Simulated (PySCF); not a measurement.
propane (C₃H₈), SMILES CCC.

Geometry optimised at ωB97X-D3(BJ)/def2-SVP.

These are TDA-PBE/def2-SVPD (PySCF) values and carry that method's errors.

Vertical excitations. Isolated molecule, no solvent. State labels are in the subgroup C2v.

Problem. Give excitation energies, oscillator strengths and character. (Estimate from the structure and the level; the computed values follow.)

Solution. 
```csv
state,symmetry,energy (eV),λ (nm),f,main pairs
S1,B2,7.91,157,0.003,HOMO→LUMO 100 %
S2,A1,8.32,149,0.007,HOMO−1→LUMO 99 %
S3,B1,8.34,149,0.049,HOMO−2→LUMO 100 %
S4,A2,8.71,142,0.000,HOMO→LUMO+1 100 %
S5,B2,8.94,139,0.078,HOMO→LUMO+2 99 %
S6,B1,9.06,137,0.024,HOMO−1→LUMO+1 100 %
S7,A1,9.18,135,0.003,HOMO−2→LUMO+1 98 %
S8,A1,9.23,134,0.057,HOMO−1→LUMO+2 87 %
S9,A2,9.30,133,0.000,HOMO−3→LUMO 100 %
S10,B1,9.32,133,0.009,HOMO−2→LUMO+2 99 %
T1,B2,7.72,161,0,HOMO→LUMO 99 %
T2,A1,8.05,154,0,HOMO−1→LUMO 99 %
T3,B1,8.14,152,0,HOMO−2→LUMO 99 %
T4,A2,8.58,145,0,HOMO→LUMO+1 97 %
```
Triplets are in the Tamm–Dancoff approximation.
